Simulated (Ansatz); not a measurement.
## Relaxing NaCu

Method: DFT r2SCAN, scalar-relativistic, plane waves, PAW in Ansatz 0.2.0. Cutoff 500 eV, Γ-centred k mesh, Gaussian smearing, no spin polarisation in the final step.

NaCu was placed on the caesium chloride structure type (Pm-3m, No. 221), with Na in place of Cs, Cu in place of Cl, at a guessed volume.

```
CELL_PARAMETERS angstrom
3.25201 0.00000 0.00000
0.00000 3.25201 0.00000
0.00000 0.00000 3.25201
ATOMIC_POSITIONS crystal
Na 0.00000 0.00000 0.00000
Cu 0.50000 0.50000 0.50000
```

Steps on the 18×18×18 mesh (2 atoms). 5 of 7 steps are shown, and the free energy counts from the last. Trial steps that were taken back and renewals of the plane-wave basis can be among the rows.

```
step  ΔF (meV/atom) V (Å³/atom) P (GPa)
   1           20.0        17.20     3.71
   2            3.2        18.35     1.18
   3            0.9        18.95     0.18
   5            0.0        19.06     0.05
   7            0.0        19.09     0.00
```

A final relaxation ran on a 16×16×16 mesh. The relaxed crystal, Pm-3m (No. 221):

```
Na Cu
1.0
     3.36751    0.00000    0.00000
     0.00000    3.36751    0.00000
     0.00000    0.00000    3.36751
Na Cu
1 1
Direct
  0.00000 0.00000 0.00000
  0.50000 0.50000 0.50000
```

For NaCu, the volume per atom is 19.09 Å³. The density is 3.76 g/cm³, the energy over the elements is 0.49 eV/atom and the gap on the 16×16×16 mesh is 0 eV (a metal).

The zero of energy is the elements' standard structures at the same level; no fitted shifts are applied.

The final run used a 16×16×16 mesh on its 2-atom cell and 0.10 eV smearing. The k mesh leaves about 4 meV/atom of noise in metals.

Symmetry constrained the relaxation, so the result can be a saddle point.

Cost: 3 runs of about 2.2 core-minutes in all, on Arm Neoverse V2 (shared hosts).